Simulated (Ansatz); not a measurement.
## NbF$_{3}$, triplet: from triple and quadruple zeta to the limit

```csv
atom,x (Å),y (Å),z (Å)
Nb,-0.2164,0.2924,-0.3108
F,-1.4567,1.1514,0.7698
F,-0.4214,-1.2799,-1.3116
F,1.5543,0.8133,-0.6497
```

Connectivity, by distances: F–Nb(–F)–F.

Ansatz 0.2.0, UHF determinant, valence electrons correlated, core potentials past Kr. Energies in eV.

```
       set  X  functions  Hartree–Fock  MP2 correlation  CCSD(T) correlation                                                                                              time
def2-TZVPP  3        149    -9660.6214         -23.9377             -24.5948  14 s on 1 × NVIDIA H100 80GB HBM3 with 1 thread of AMD EPYC 7R13 Processor (Zen 3) (shared host)
def2-QZVPP  4        252    -9661.0810         -26.1259             -26.7441  42 s on 1 × NVIDIA H100 80GB HBM3 with 1 thread of AMD EPYC 7R13 Processor (Zen 3) (shared host)
```

Hartree–Fock is taken to follow E(X) = E∞ + A·exp(−7.88·√X), correlation E(X) = E∞ + B·X^−2.97.

Cautions: no spin-orbit coupling; outer-core shells of the metal frozen; higher spins were not checked.

Work out the CCSD(T) energy at the limit, and how far the shortcut misses it that extrapolates MP2 and adds CCSD(T) minus MP2 from the smaller set.

Hartree–Fock: E∞ = E4 + 0.1377·(E4 − E3) = -9661.1443. Correlation: E∞ = E4 + 0.7407·(E4 − E3) = -28.3361 for CCSD(T) and -27.7467 for MP2. The limit is -9689.4805 eV, 1.655 eV below def2-QZVPP. The shortcut gives a correlation energy of -27.7467 + (-0.6570) = -28.4037, 68 meV lower than the direct value.

The exponents were fitted on light atoms, and def2 sets of heavy atoms don't grow evenly, so the limit is rough here.
